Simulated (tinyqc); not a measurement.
Inside a calculation. Method: Hueckel theory of the pi electrons with the omega technique, for the molecule ClC1=CC=C1 (SMILES; centres numbered as the heavy atoms are written). Computed by tinyqc, a small Python program that keeps every step. Settings: charge = 0, omega = 1.4, damping = 0.7. Command: `OMP_NUM_THREADS=1 python tinyqc.py 29354 29355 out.jsonl` (the two numbers bound the seeds that draw the settings). One thread of a shared host (Intel(R) Xeon(R) Processor @ 2.60GHz), about 0.01 s of CPU time with the checks.

## The Hueckel matrix

Centres:
```
centre,"z_r, pi electrons of the neutral centre",h
1Cl,2,2.000000
2C,1,0.000000
3C,1,0.000000
4C,1,0.000000
5C,1,0.000000
```

Bonds:
```
i,j,k
1,2,0.400000
2,3,1
3,4,1
4,5,1
5,2,1
```

H_rr = alpha + h_r beta, H_rs = k_rs beta for bonded centres.

Hueckel matrix in units of beta (H = alpha + beta A), lower triangle:
```
,1Cl,2C,3C,4C,5C
1Cl,2.000000
2C,0.400000,0.000000
3C,0.000000,1.000000,0.000000
4C,0.000000,0.000000,1.000000,0.000000
5C,0.000000,1.000000,0.000000,1.000000,0.000000
```

## Orbitals, round 1

pi electrons, sum of z_r less the charge = 6

Diagonalise; E = alpha + x beta with beta < 0, so the largest x are filled first; degenerate levels share their electrons. P = sum n_i c_ri c_si; each orbital has its largest coefficient positive (the first on a tie).

x values: 2.224007  1.825309  0.000000  -0.039216  -2.010100

occupations: 2.000000  2.000000  2.000000  0.000000  0.000000

coefficients:
```
,MO1,MO2,MO3,MO4,MO5
1Cl,0.742155,0.654071,0.000000,0.137309,-0.050435
2C,0.415619,-0.285651,0.000000,-0.700005,0.505625
3C,0.313739,-0.391515,0.707107,-0.013736,-0.498092
4C,0.282139,-0.428984,0.000000,0.700544,0.495589
5C,0.313739,-0.391515,-0.707107,-0.013736,-0.498092
```

charge and bond-order matrix P, lower triangle:
```
,1Cl,2C,3C,4C,5C
1Cl,1.957205
2C,0.243236,0.508671
3C,-0.046471,0.484465,1.503432
4C,-0.142391,0.479604,0.512943,0.527260
5C,-0.046471,0.484465,-0.496568,0.512943,1.503432
```

## Omega technique, round 1

h_r = h_r(0) + omega q_r, omega = 1.4, with q_r = z_r - P_rr; 0.7 of the old diagonal is kept.

matrix after round 1, lower triangle:
```
,1Cl,2C,3C,4C,5C
1Cl,2.017974
2C,0.400000,0.206358
3C,0.000000,1.000000,-0.211441
4C,0.000000,0.000000,1.000000,0.198551
5C,0.000000,1.000000,0.000000,1.000000,-0.211441
```

## Orbitals, round 2

As before.

x values: 2.248379  1.827916  0.159272  -0.211441  -2.024125

occupations: 2.000000  2.000000  2.000000  0.000000  0.000000

coefficients:
```
,MO1,MO2,MO3,MO4,MO5
1Cl,0.750279,0.641921,-0.150944,0.000000,0.047277
2C,0.432170,-0.305006,0.701401,0.000000,-0.477741
3C,0.291195,-0.375677,0.013676,0.707107,0.523341
4C,0.284116,-0.461133,-0.696332,0.000000,-0.470911
5C,0.291195,-0.375677,0.013676,-0.707107,0.523341
```

charge and bond-order matrix P, lower triangle:
```
,1Cl,2C,3C,4C,5C
1Cl,1.995530
2C,0.045172,1.543527
3C,-0.049483,0.500043,0.452228
4C,0.044526,-0.449947,0.492894,1.556486
5C,-0.049483,0.500043,0.452228,0.492894,0.452228
```

## Omega technique, round 2

As before.

matrix after round 2, lower triangle:
```
,1Cl,2C,3C,4C,5C
1Cl,2.014459
2C,0.400000,-0.083831
3C,0.000000,1.000000,0.082055
4C,0.000000,0.000000,1.000000,-0.094738
5C,0.000000,1.000000,0.000000,1.000000,0.082055
```

## Convergence

Each round sets h_r = h_r(0) + omega (z_r - P_rr), keeping the share named as damping of the old diagonal; repeat until output and input diagonals agree to 1e-6.

Rounds:
```
round,sum n x,largest |h(out) - h(in)|
1,8.098632,7.05e-01
2,8.471132,9.78e-01
3,8.284952,8.17e-01
4,8.369926,9.12e-01
5,8.353425,8.56e-01
6,8.335579,8.89e-01
7,8.378297,8.70e-01
8,8.323907,8.81e-01
9,8.387341,8.74e-01
10,8.319976,8.78e-01
11,8.390651,8.76e-01
12,8.318676,8.77e-01
13,8.391874,8.77e-01
14,8.318259,8.77e-01
15,8.392332,8.77e-01
16,8.318131,8.77e-01
17,8.392506,8.77e-01
18,8.318096,8.77e-01
19,8.392574,8.77e-01
20,8.318088,8.77e-01
21,8.392600,8.77e-01
22,8.318087,8.77e-01
23,8.392611,8.77e-01
24,8.318088,8.77e-01
25,8.392615,8.77e-01
26,8.318089,8.77e-01
27,8.392617,8.77e-01
28,8.318089,8.77e-01
29,8.392618,8.77e-01
30,8.318089,8.77e-01
31,8.392618,8.77e-01
32,8.318090,8.77e-01
33,8.392619,8.77e-01
34,8.318090,8.77e-01
35,8.392619,8.77e-01
36,8.318090,8.77e-01
37,8.392619,8.77e-01
38,8.318090,8.77e-01
39,8.392619,8.77e-01
40,8.318090,8.77e-01
```

Not converged within 40 rounds: the residual has stopped falling: the iteration swings between two states. Reruns: damping 0.5: not converged; damping 0.8: not converged.
